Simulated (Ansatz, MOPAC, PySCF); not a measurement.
Species: silicon monoxide, SiO (charge 0, singlet). SMILES: [O+]#[Si-]
Coordinates optimised at B3LYP-D3(BJ)/def2-TZVP (Ansatz, a program for electronic structure):
```
Si
O 1 1.5131
```
Charge 0, spin multiplicity 1.

Quantity: size of the dipole moment, in D. Terms: PM7 with its own dispersion and hydrogen-bond terms; 6-31G* and kin with 6d, 5d where marked; 6-311+G** with 5d, 6d on Na to Ar in Ansatz; no spin-orbit coupling; non-relativistic. First-principles rows: single points at B3LYP-D3(BJ) geometries (Ansatz). Semi-empirical rows: dipoles at the shared geometry.

Measured values: NIST CCCBDB, as tabulated in the package chemicals; dipoles are vibrational averages. 

Value to compare with, the measured value: 3.10 D.

```json
[
 {"level": "PM7", "program": "MOPAC", "size of the dipole moment (D)": "3.50", "error": "0.40"},
 {"level": "PBE/6-31G*", "program": "Ansatz", "size of the dipole moment (D)": "2.30", "error": "-0.80"},
 {"level": "BP86/6-31G* (5d)", "program": "PySCF", "size of the dipole moment (D)": "2.32", "error": "-0.78"},
 {"level": "B3LYP/6-31G*", "program": "Ansatz", "size of the dipole moment (D)": "2.61", "error": "-0.49"},
 {"level": "B3LYP/6-31+G*", "program": "Ansatz", "size of the dipole moment (D)": "3.18", "error": "0.08"},
 {"level": "B3LYP/def2-SVP", "program": "Ansatz", "size of the dipole moment (D)": "2.64", "error": "-0.46"},
 {"level": "PBE0/6-311+G**", "program": "Ansatz", "size of the dipole moment (D)": "3.20", "error": "0.10"}
]
```

3 of the 7 habitual levels lie above the measured value; their mean absolute error is 0.44 D, the median 0.46.

The levels are drawn from those run, B3LYP/6-31G* more often than the rest, none by its result; runs whose electronic state is in doubt are left out.
